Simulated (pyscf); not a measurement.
Four-centre exchange: H₂P–GeH₃ (SMILES [PH2][GeH3]) + H₂ (SMILES [H][H]) → H₂P–GeH₃ (SMILES [PH2][GeH3]) + H₂ (SMILES [H][H])

Gas phase, singlet surface, charge 0. Bonds broken: Ge2–H5, H8–H9. Bonds formed: Ge2–H8, H5–H9. Single points on ωB97X-D3(BJ)/def2-SVP structures (PySCF, gas phase).

Transition state (Å):

```xyz
9

P     -1.7089    -1.2505     0.7285
Ge    -0.4196     0.5668     0.0348
H     -0.8579    -2.2026     0.0985
H     -2.6453    -1.2031    -0.3404
H      0.7291     1.2961    -1.2403
H     -1.0875     1.9128     0.3037
H      0.8755     0.3002     0.8591
H     -1.1232     0.3855    -1.7129
H     -0.1525     0.8415    -1.6691
```

One imaginary mode, 2083i cm⁻¹; descent along it reached the two sides named.

```
bond    change  reactant side (Å)  saddle  product side
------  ------  -----------------  ------  ------------
Ge2–H5  breaks              1.537   1.865           3.4
H8–H9   breaks              0.760   1.073           3.1
Ge2–H8   forms                3.6   1.893         1.537
H5–H9    forms                2.9   1.081         0.760
```

Electronic energies relative to the separated reactants (kJ/mol):

| level | barrier | reaction energy | reverse barrier |
|---|---|---|---|
| ωB97X-D3(BJ)/def2-TZVP | 329.3 | 0.0 | 329.3 |
| PBE/def2-TZVP | 292.3 | 0.0 | 292.3 |
| r²SCAN/def2-TZVP | 307.1 | 0.0 | 307.1 |
| B3LYP-D3(BJ)/def2-TZVP | 317.5 | 0.0 | 317.5 |
| PBE0-D3(BJ)/def2-TZVP | 305.3 | 0.0 | 305.3 |
| M06-2X/def2-TZVP | 323.2 | 0.0 | 323.2 |
| ωB97M-D3(BJ)/def2-TZVP | 326.0 | 0.0 | 326.0 |
| HF/def2-TZVP | 386.4 | 0.0 | 386.4 |

With ωB97M-D3(BJ)/def2-TZVP energies and thermal terms (ideal gas, 1 atm, RRHO with modes under 100 cm⁻¹ raised to 100, one conformer, R ln 2 for chiral ones without a mode under 150 cm⁻¹), in kJ/mol:

| T (K) | ΔH‡ | ΔG‡ | ΔH | ΔG |
|---|---|---|---|---|
| 298 | 324.0 | 358.6 | 0.0 | 0.0 |
| 600 | 320.8 | 395.1 | 0.0 | 0.0 |
| 900 | 320.6 | 432.4 | 0.0 | 0.0 |
| 1200 | 321.9 | 469.5 | 0.0 | 0.0 |

At the saddle there is also a short Ge–H contact that neither side keeps. The same reactants have a lower exit, to PH₃ + GeH₄ (barrier +264.3 kJ/mol at ωB97M-D3(BJ)/def2-TZVP, against +326.0 kJ/mol here). This is the saddle that the search found; another between the same sides may lie lower. Elements up to Kr have no core potential and no relativistic terms here.
